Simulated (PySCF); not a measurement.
**Vertical excitation energies**

C2H9P2 (charge +1).
SMILES with atom numbers: `[CH3:1][PH2+:2][CH2:3][PH2:4]` (hydrogens: H5, H6, H7 on C1; H8, H9 on P2; H10, H11 on C3; H12, H13 on P4)

Computed with PySCF 2.14.0, density-fitted response routines, TDDFT B3LYP/def2-SVPD, vertical, gas phase, core orbitals frozen in the response. The structure is a single PBE0-D3(BJ)/def2-SVP conformer in the gas phase; no vibrational or solvent corrections. Torsions of this conformer, `[CH3:1][PH2+:2][CH2:3][PH2:4]`: C1–P2–C3–P4 -177°, H–P4–C3–P2 -91°, H–P4–C3–P2 175°.

Q: Predict the UV-vis stick spectrum at this level.

A: 

```tsv
state	E (eV)	λ (nm)	ν̃ (cm⁻¹)	f	main configurations (H = HOMO, L = LUMO)
S1	5.78	214.7	46580	0.016	H→L (99%)
S2	5.98	207.5	48200	0.025	H→L+1 (98%)
S3	6.48	191.3	52290	0.0031	H→L+2 (100%)
S4	6.81	182.1	54910	0.024	H→L+3 (97%)
S5	7.09	174.9	57180	0.051	H→L+4 (88%)
S6	7.43	166.9	59910	0.026	H→L+5 (91%)
S7	7.62	162.7	61470	0.029	H→L+6 (94%)
S8	8.13	152.5	65580	0.012	H→L+7 (91%)
S9	8.43	147.1	67990	0.030	H-1→L (67%), H→L+8 (19%)
S10	8.51	145.7	68640	0.020	H→L+8 (64%), H-1→L (18%)
```

Triplets, Tamm–Dancoff:

```
state  E (eV)  λ (nm)  main configurations (H = HOMO, L = LUMO)
   T1    5.17   240.0       H→L (54%), H→L+1 (26%), H→L+4 (11%)
   T2    5.37   230.7                    H→L+1 (52%), H→L (25%)
   T3    6.37   194.7     H→L+2 (44%), H→L+4 (13%), H→L+1 (12%)
   T4    6.49   191.2     H→L+2 (51%), H→L+3 (22%), H→L+4 (14%)
```

The lowest singlet comes at 215 nm (557 kJ/mol) in the ultraviolet; it is weak; its leading configuration is HOMO→LUMO (99%). The most intense listed level is S5 at 7.09 eV (175 nm, f = 0.051), 1.31 eV above S1. Löwdin shares by element: HOMO phosphorus 67% or more, hydrogen 16% or more, carbon 13% or more; LUMO phosphorus 45%, hydrogen 21% or more (atoms not listed hold the other 34%). Orbital energies (eV): HOMO-3 -15.94, HOMO-2 -14.54, HOMO-1 -14.40, HOMO -11.65, LUMO -5.02, LUMO+1 -4.78, LUMO+2 -4.32. Weighted by f, the mean energy of these states is 7.29 eV. The listed states span 2.73 eV. All these states lie below the vertical ionisation energy of 14.21 eV (ΔSCF). The window holds the lowest 10 singlets.
